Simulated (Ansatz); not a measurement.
Input file:

```yaml
crystal:
  periodic: [false, false, false]
  atoms:
    - {symbol: H, position_ang: [0.000000, 0.000000, -1.594771]}
    - {symbol: H, position_ang: [0.000000, 0.000000, -0.581771]}
    - {symbol: N, position_ang: [0.000000, 0.000000, 1.668313]}
    - {symbol: C, position_ang: [0.000000, 0.000000, 0.508229]}
basis:
  gaussian: {orbitals: cc-pVTZ}
magnetization: {spin_polarized: true, initial_magnetization: 1}
correlation: {method: ccsdt_q, electrons: outside_noble_gas}
```

```sh
$ ansatz run in.yaml --threads 2 --pin off --events-out ev --progress --plain --max-ram 24576MiB --backend cuda --devices 0, --max-vram 18GiB
```

Output:

```
1032 factors; integrals over basis functions are off by at most 2.1e-7 eV
mean field evaluation 1: about -2538.1830 eV, gradient 2.0e1 eV
mean field evaluation 2: about -2538.1853 eV, gradient 2.0e1 eV
mean field evaluation 4: about -2540.4882 eV, gradient 3.3e0 eV
mean field evaluation 8: about -2540.6657 eV, gradient 3.4e-1 eV
mean field evaluation 16: about -2540.7005 eV, gradient 1.2e-2 eV
mean field evaluation 32: about -2540.6999 eV, gradient 1.5e-1 eV
mean field evaluation 64: about -2535.8950 eV, gradient 4.5e-2 eV
mean field -2540.70055285 eV, -93.3690231684 hartree, gradient 1.5e-6 eV, S^2 0.869093; 3 other end points of the search recorded, 0 dependent functions left out
2 core orbitals not correlated: weight in the atoms' cores, before any rotation towards them, 1.000 or more for the frozen orbitals, at most 0.000 for the correlated occupied ones
reference -2540.70055285 eV, -93.3690231684 hartree; 6, 5 occupied and 80, 81 virtual orbitals, 1032 factors
second order -9.37272173 eV of doubles, -0.00000000 eV of singles
cycle   1  -9.20367134 eV  change    1.7e-1 eV  update   1.1e-1
cycle   2  -9.87251618 eV  change   -6.7e-1 eV  update   5.9e-2
cycle   3  -10.36808698 eV  change   -5.0e-1 eV  update   3.4e-2
cycle   4  -10.29841618 eV  change    7.0e-2 eV  update   1.6e-2
cycle   5  -10.26166135 eV  change    3.7e-2 eV  update   1.1e-2
cycle   6  -10.28768652 eV  change   -2.6e-2 eV  update   2.9e-3
cycle   7  -10.29328857 eV  change   -5.6e-3 eV  update   1.6e-3
cycle   8  -10.29101854 eV  change    2.3e-3 eV  update   8.4e-4
cycle   9  -10.28971264 eV  change    1.3e-3 eV  update   5.9e-4
cycle  10  -10.29064677 eV  change   -9.3e-4 eV  update   3.1e-4
cycle  11  -10.29033056 eV  change    3.2e-4 eV  update   1.8e-4
cycle  12  -10.29062127 eV  change   -2.9e-4 eV  update   1.0e-4
cycle  13  -10.29070152 eV  change   -8.0e-5 eV  update   5.3e-5
cycle  14  -10.29068066 eV  change    2.1e-5 eV  update   2.6e-5
cycle  15  -10.29067336 eV  change    7.3e-6 eV  update   1.5e-5
cycle  16  -10.29070406 eV  change   -3.1e-5 eV  update   9.3e-6
cycle  17  -10.29070630 eV  change   -2.2e-6 eV  update   4.2e-6
cycle  18  -10.29070541 eV  change    8.9e-7 eV  update   2.3e-6
cycle  19  -10.29070280 eV  change    2.6e-6 eV  update   1.1e-6
cycle  20  -10.29070041 eV  change    2.4e-6 eV  update   4.3e-7
cycle  21  -10.29069972 eV  change    6.9e-7 eV  update   2.7e-7
perturbative correction -0.04704914 eV, -0.0017290238 hartree
Total energy: -2551.03830170 eV, -93.7489284315 hartree
```

Ran on 2 threads of AMD EPYC 7R13 with a shared H100 80 GB, shared host: 21 s wall, 1 GiB peak host memory.
